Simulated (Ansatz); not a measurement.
## Au: a sweep of one setting

```xyz
1
Lattice="0.0000 2.0783 2.0783 2.0783 0.0000 2.0783 2.0783 2.0783 0.0000" Properties=species:S:1:pos:R:3 pbc="T T T"
Au    0.0000    0.0000    0.0000
```

The structure comes from a relaxation in the same program, started in the fcc type, and has space group Fm-3m. Whether it is a known phase or the ground state wasn't checked.

No spin–orbit coupling, which matters for the heavy atoms here.

The calculation used DFT, PBE, PAW with Ansatz's default frozen-core files, scalar-relativistic in Ansatz 0.2.0.

The runs use a Γ-centred 14×14×14 k mesh, Fermi–Dirac smearing of 0.03 eV, cutoff 420 eV, no spin polarisation. One setting is then changed at a time.

P includes the program's estimate of the Pulay (finite-basis) term, listed apart; without it the pressure would be far more sensitive to the cutoff.

```csv
PAW cutoff (eV),free energy less the base's (meV/atom),P (GPa),Pulay term in P (GPa)
420 (base),0.0,0.02,0.05
150,51023,-94.50,1398.06
200,9566,16.86,425.86
350,5.1,0.03,0.73
500,-1.1,0.02,0.01
600,-1.3,0.02,0.00
```
